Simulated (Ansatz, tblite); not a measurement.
## Band gap of rock-salt CdO: levels of theory against measurement

Reference value: 0.84 eV (measured, 100 K, zero-point motion not removed, lower of two indirect gaps; as tabulated in Menéndez-Proupin et al. (2004), arXiv:cond-mat/0405700).

```json
[
 {"level (code)": "GFN2-xTB (tblite)", "value (eV)": "0.00", "cell (Å³/atom)": "12.43"},
 {"level (code)": "LDA+SOC (Ansatz)", "value (eV)": "0.00", "cell (Å³/atom)": "12.94"},
 {"level (code)": "PBEsol+SOC (Ansatz)", "value (eV)": "0.00", "cell (Å³/atom)": "12.94"},
 {"level (code)": "RPBE (Ansatz)", "value (eV)": "0.00", "cell (Å³/atom)": "12.94"},
 {"level (code)": "PBE-D4 (Ansatz)", "value (eV)": "0.00", "cell (Å³/atom)": "13.20"},
 {"level (code)": "B3LYP (VWN-RPA form) (Ansatz)", "value (eV)": "?", "cell (Å³/atom)": "12.94"},
 {"level (code)": "HSE06+SOC (Ansatz)", "value (eV)": "0.90 (indirect)", "cell (Å³/atom)": "12.94"},
 {"level (code)": "PBE0 (Ansatz)", "value (eV)": "?", "cell (Å³/atom)": "12.94"},
 {"level (code)": "Hartree–Fock (Ansatz)", "value (eV)": "?", "cell (Å³/atom)": "12.94"}
]
```

**Question.** What belongs in the gaps?

**Answer.** 
- B3LYP (VWN-RPA form) (Ansatz, a program for electronic structure), value (eV): 1.29
- PBE0 (Ansatz), value (eV): 1.57
- Hartree–Fock (Ansatz), value (eV): 9.21

Differences against the reference: GFN2-xTB -0.84 eV, LDA+SOC -0.84 eV, PBEsol+SOC -0.84 eV, RPBE -0.84 eV, PBE-D4 -0.84 eV, B3LYP (VWN-RPA form) +0.45 eV, HSE06+SOC +0.06 eV, PBE0 +0.73 eV, Hartree–Fock +8.37 eV.

Leaving aside GFN2-xTB (doubt noted below): Closest of the ranked levels: HSE06+SOC (+0.06 eV). Farthest off among them: Hartree–Fock (+8.37 eV). Of the ranked levels only HSE06+SOC lands within 0.3 eV. No gap at all, against the measurement: LDA+SOC, PBEsol+SOC, RPBE, PBE-D4.

Density-functional gaps are differences of (generalised) Kohn–Sham levels of a static lattice; semilocal ones lie below quasiparticle gaps as a rule. Measured gaps hold zero-point and thermal shifts unless a correction is named. Spin–orbit coupling is included only where a level's name says +SOC; with heavier elements it mostly lowers gaps and can invert bands. A gap of zero means that the bands touch or overlap; how far they overlap is not shown.  GFN2-xTB, PBE-D4: the gap is read on the k mesh or supercell of the run alone and can be too large. GFN2-xTB: the method was fitted mainly to molecules. Values are at the measured cell; GFN2-xTB at the level's own relaxed cell; PBE-D4 at the level's own relaxed cell. Cutoffs and k meshes differ between the levels. Ansatz's density-functional and Hartree–Fock values are scalar-relativistic unless marked +SOC, with PAW data made under PBE.

Differences are worked out from the printed values.
